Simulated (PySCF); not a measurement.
Compound: H3SiCH2F, CH₅FSi.
Atom-mapped SMILES: `[F:1][CH2:2][SiH3:3]` (hydrogens: H4, H5 on C2; H6, H7, H8 on Si3)

Computed with PySCF at wB97X-D/pcSseg-2, non-relativistic, on one gas-phase PBE0-D3(BJ)/def2-TZVP geometry that isn't relaxed in the solvent. The solvent is an IEF-PCM continuum (Bondi radii, 1.10 Å for H, scaled by 1.2). The model holds no explicit solvent molecules, cavitation or dispersion.

Gas phase at wB97X-D/pcSseg-2: HOMO -10.66 eV, LUMO 1.94 eV, dipole 1.68 D.

Problem. What does the continuum do to the energy, the frontier levels and the dipole at wB97X-D/pcSseg-2 in chloroform?

Solution. 
```
   solvent      ε  E(solvent) − E(gas) (kcal/mol)  polarisation term (kcal/mol)  distortion of the solute (kcal/mol)  HOMO (eV)  LUMO (eV)  dipole (D)
chloroform  4.711                           -1.75                         -1.95                                 0.20     -10.57       2.12        1.98
```

The polarisation term is half the interaction of the solute with the surface charges that it induces; the rest is the cost of distorting the solute's density. The sum is the electrostatic part of solvation alone.

Problem. Which radius a makes the point-dipole formula ΔE = −[(ε − 1)/(2ε + 1)]·μ²/a³ give the value in chloroform, with the gas-phase dipole?

Solution. μ = 0.659 au and |ΔE| = 0.00279 Eh give a = 2.02 Å; the farthest nucleus lies 2.00 Å from the centroid of the nuclei. The formula assumes a rigid point dipole at the centre of a sphere.

The pairwise dispersion term of wB97X-D wasn't added to the energies; at a given geometry it leaves orbitals and properties as they are.
